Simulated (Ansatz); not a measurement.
How far each method lies from full CI for GeH2⁺, doublet

Geometry: a point of a breathe scan, not a stationary point.

| atom | x (Å) | y (Å) | z (Å) |
| --- | --- | --- | --- |
| Ge | 0.0000 | -0.0271 | 0.0000 |
| H | 0.0000 | 0.9782 | -1.7737 |
| H | 0.0000 | 0.9782 | 1.7737 |

Basis aug-cc-pVDZ; Ansatz 0.2.0. Only valence electrons are correlated (noble-gas cores and the filled d shells of p-block atoms frozen), which leaves 5 electrons in 40 orbitals. R marks a restricted (for open shells ROHF) determinant, U an unrestricted one. Active spaces: pair = (3e, 3o) about the gap; valence = (5e, 6o) chosen from the atoms' valence shells. No spin–orbit coupling is included, and no scalar relativity.

Full CI is exact within this basis and frozen core; it isn't the basis-set limit. The frozen core follows each run's orbitals, which can shift R against U totals by a few meV for light atoms and by up to 0.1 eV past Ca.

For open shells CISD is restricted-active-space CI with the open shells as a complete middle space.

The UHF ⟨S²⟩ is 0.927, the T1 diagnostic (RCCSD) is 0.0424 and the largest doubles amplitude (RCCSD) is 0.119.

```csv
level,E − E(full CI) (kJ/mol),share of correlation (%),wall time
RHF,295.3,0.00,–
RMP2,93.3,68.39,–
CISD,24.4,91.75,4.6 s
RCCSD,13.6,95.40,–
RCCSD(T),4.2,98.59,11 s
BCCD(T),4.0,98.66,12 s
RCCSDT,0.3,99.90,–
RCCSDT(Q),0.0,99.99,42 s
CASSCF (pair space),219.7,25.60,–
NEVPT2 (pair space),76.5,74.09,8.5 s
MRCISD (pair space),14.7,95.01,–
MRCISD+Q (pair space),-3.9,101.31,8 s
CASSCF (valence space),105.1,64.42,–
NEVPT2 (valence space),30.0,89.83,7 s
MRCISD (valence space),3.4,98.85,–
MRCISD+Q (valence space),0.3,99.89,8 s
```

The correlation energy at full CI, counted from RHF, is -3.061 eV. That run took 54 s on 1 thread of Intel Xeon, shared host over 1,948,494 determinants.

Run but not shown, since their state or frozen core can't be matched to the reference's or they repeat it: UHF, UMP2, UCCSD, UCCSD(T), UCCSDT, UCCSDT(Q).

Times hold each run's SCF and search for its determinant on a shared host, so for small cases they say little of a method's own cost; they ran on 1 thread of Intel Xeon.

Not variational, and here over 5 meV under the exact energy: MRCISD+Q (pair space).

The full-CI state has the irrep A1 of C2v, in the program's axes.

Natural occupations of full CI about the gap: 1.930 1.855 0.995 0.080 0.069 0.030 0.008 0.007 0.006 0.004; effectively unpaired electrons, Σ n²(2−n)², 1.14.
